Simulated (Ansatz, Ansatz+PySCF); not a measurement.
```xyz
7

H     0.0000    0.0000   -0.0268
O     1.2870    0.0457    0.0354
O    -1.2870   -0.0457    0.0354
H     1.7338    0.8666    0.5090
H    -1.7338   -0.8666    0.5090
H     1.8738   -0.2542   -0.7785
H    -1.8738    0.2542   -0.7785
```

RHF-MP2 on singlet H₅O₂(+) was run in several spherical basis sets with Ansatz (development build ahead of 0.2.0). Frozen core: 2 orbitals. Caution for RHF-MP2: no unrestricted run beside it, a lower state can exist.

Question: Rank the basis sets by the total energy that they give, lowest first, with the distance from the lowest.
A. def2-TZVP
B. def2-SVP
C. 6-31G(d)
D. cc-pVTZ
E. cc-pVDZ

Answer: D (0.00 eV), A (0.34 eV), E (4.48 eV), C (6.50 eV), B (8.05 eV).

Totals follow the description of the cores as much as that of the bonds, so this order isn't one of quality for chemistry.
